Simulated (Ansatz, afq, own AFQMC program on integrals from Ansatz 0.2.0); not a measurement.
## GeH$_{4}$⁺, doublet: AFQMC among the cluster methods

```xyz
5

Ge    0.0000    0.0000    0.0000
H     0.8313    1.5312    1.5293
H    -0.8440   -1.5250    1.5286
H    -0.8282    1.5266   -1.5355
H     0.8409   -1.5329   -1.5223
```

Basis 6-31G. Noble-gas cores (and the filled d shells of Ga–Kr and In–Xe) are frozen. AFQMC by an in-house program on the Cholesky factors that Ansatz 0.2.0 writes for its CCSD(T) run. The CISD trial takes its coefficients from CCSD amplitudes. Released means that phaseless walkers are propagated on without the constraint, phases kept. ± is one standard error of the sampling. No spin–orbit coupling.

Determinant: UHF, the one that the program's search chose, which needn't be the lowest solution. The geometry is a point of a scan.

Full CI on the same integrals is exact in this basis and with this determinant's frozen core.

Cautions: no relativity below Rb; no spin-orbit coupling; inner d shell frozen; an unrestricted solution with more broken spin lies lower (1.66 eV, ⟨S²⟩ 2.14); strong correlation (T1 0.153, weight of the determinant 0.50, largest double 0.25); unrestricted determinant spin contaminated (⟨S²⟩ 1.65 against 0.75); CCSD(T) is in doubt: in a space of 7 electrons in 8 natural orbitals full CI lies 128 meV below it; the released energies are still falling, so no released level is given (meV from the phaseless value at times in 1/Eh: -5 ± 6 at 0.24, -24 ± 8 at 0.51, -52 ± 6 at 0.99, -75 ± 7 at 1.62, -199 ± 93 at 2.40).

The T1 diagnostic is 0.1528, the weight of the determinant in the CISD state is 0.499 and the ⟨S²⟩ of the determinant is 1.650. The size of the correlated space is 7 electrons in 23 orbitals.

| level | correlation energy (eV) |
| --- | --- |
| MP2 | -1.2426 |
| CCSD | -3.7792 |
| CCSD(T) | -4.0046 |

Problem. Estimate where phaseless AFQMC with a CISD trial lies against CCSD(T) on the same integrals.

Solution. 3.95 ± 0.20 mEh above CCSD(T).

Reference: full CI, correlation energy -4.117 eV. The cautions show a poor starting determinant, so the rows tell how each method copes with it here, and full CI is the sure value.

```json
{"level": "CCSD(T)", "E − E(reference) (mEh)": "4.12", "share of correlation (%)": "97.28"}
{"level": "CCSDT", "E − E(reference) (mEh)": "1.22", "share of correlation (%)": "99.19"}
{"level": "CCSDT(Q)", "E − E(reference) (mEh)": "0.08", "share of correlation (%)": "99.95"}
{"level": "CCSDTQ", "E − E(reference) (mEh)": "0.05", "share of correlation (%)": "99.97"}
{"level": "ph-AFQMC/CISD", "E − E(reference) (mEh)": "8.07 ± 0.20", "share of correlation (%)": "94.66"}
```

CCSDT and higher add their correlation energy to the determinant of the CCSD(T) run, since their own runs factorise the integrals more tightly (a shift of under 2 meV). A walk keeps the symmetry of its determinant, which the program's search chose and which needn't be the lowest solution, so a lower state of the same spin and another symmetry isn't excluded.
